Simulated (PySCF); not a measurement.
C3H3NS: core ionisation energies

Species: C3H3NS.
Structure used (GFN2-xTB), in Å, numbered top down from 1:
```
atom  x, y, z in Å
N1     2.405    0.607    0.774
C2     1.469    0.228    0.236
C3     0.297   -0.242   -0.418
C4    -1.038    0.181    0.094
S5    -0.646   -1.537    0.447
H6     0.417   -0.408   -1.485
H7    -1.069    0.835    0.955
H8    -1.827    0.346   -0.628
```

Method: delta-SCF UKS SCAN, pcX-2 on the ionised atom, pcseg-1 elsewhere, spin-free X2C in PySCF 2.14.0. Binding energies are ΔSCF values: E(core-ionised, relaxed orbitals) − E(ground state) at a fixed geometry, referred to the vacuum level.

Problem. Give the core binding energies atom by atom.

Solution. 
```
atom(s)                 environment  level  binding energy (eV)  above the level's lowest (eV)  count
     S5              sulfide sulfur   S 1s              2477.80                           0.00      1
     N1            nitrile nitrogen   N 1s               405.23                           0.00      1
     C3  sp3 carbon bound to sulfur   C 1s               293.26                          +0.80      1
     C2              nitrile carbon   C 1s               292.54                          +0.08      1
     C4  sp3 carbon bound to sulfur   C 1s               292.46                           0.00      1
```

The listed C 1s values span 0.80 eV, from C4 (bonded to S, C and 2 H) to C3 (bonded to S, 2 C and H). Summing the Pauling electronegativity differences to the bonded atoms, each weighted by its formal bond order, gives -0.67 for the lowest site and -0.32 for the highest; the largest sum, +1.47, belongs to C2, 0.72 eV below the top.

Problem. Which photon energy gives electrons from C 1s of C3 a kinetic energy of 20 eV, and what is their de Broglie wavelength?

Solution. hν = 293.26 + 20 = 313.26 eV, recoil neglected; λ = 12.264 Å/√(E/eV) = 2.74 Å.

Problem. Which photon wavelength matches the C 1s of C3 threshold?

Solution. λ = hc/E = 12398.42 eV Å / 293.26 eV = 42.278 Å.

Not every level is listed. Isolated species at its GFN2-xTB geometry, gas phase.

On one thread, Arm Neoverse V2 (shared host), this took 26 s.
